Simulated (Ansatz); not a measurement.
## How far each method lies from RCCSDT(Q) for H$_{3}$Si–AlH⁺, singlet

Geometry: that of the H3Si–AlH, doublet, kept fixed.

```xyz
6

Si    0.0000    0.0493    1.1585
Al    0.0000   -0.1012   -1.3138
H     0.0000    1.4304    1.7233
H     1.1989   -0.6588    1.6941
H    -1.1989   -0.6588    1.6941
H     0.0000    1.2225   -2.2207
```

Basis cc-pVDZ; Ansatz 0.2.0. Only valence electrons are correlated (noble-gas cores frozen), which leaves 10 electrons in 46 orbitals. R marks a restricted (for open shells ROHF) determinant.

Full CI isn't at hand for all of this; RCCSDT(Q) serves as the reference, and is uncertain by the last step of the cluster series or more.

The UHF ⟨S²⟩ is 0.000, the T1 diagnostic (RCCSD) is 0.0162 and the largest doubles amplitude (RCCSD) is 0.068.

Task: From what is known of these methods and the diagnostics, rank them by the size of their error in total energy against RCCSDT(Q) in cc-pVDZ, smallest first (an estimate: the text doesn't fix the numbers).
A. BCCD(T)
B. CISD
C. RHF
D. RCCSD
E. RMP2

Result: A (3.5 kJ/mol), D (15.6 kJ/mol), B (55.2 kJ/mol), E (123.8 kJ/mol), C (514.7 kJ/mol).

All errors are against RCCSDT(Q) in cc-pVDZ. Within each family the higher level lies nearer, as is usual though not guaranteed.
